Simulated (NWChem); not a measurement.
**Correlation energy of hydrogen chloride (HCl)**

```xyz
2

Cl     0.0000     0.0000     0.0716
H      0.0000     0.0000    -1.2180
```
Charge 0, spin multiplicity 1.

Program: NWChem. The geometry was optimised at B3LYP/def2-SVP, a minimum by its harmonic frequencies.

Basis set: cc-pVQZ. Each correlation energy counts from its own Hartree-Fock reference.

```csv
method,correlation energy (mHa),difference from CCSD(T)
RI-MP2,-222.6,+28.5
MP2,-222.6,+28.5
SCS-MP2,-224.3,+26.9
CR-CCSD[T],-249.8,+1.3
CR-CCSD(T),-249.8,+1.3
CCSD,-241.6,+9.6
CCSD+T(CCSD),-251.2,-0.1
CCSD(T),-251.1,0.0
```

The values span 28.6 mHa, from CCSD+T(CCSD) (lowest) to RI-MP2 (highest). 

The correlated methods keep 5 core orbitals frozen. Coupled-cluster values serve here as a point of comparison, not as the truth.
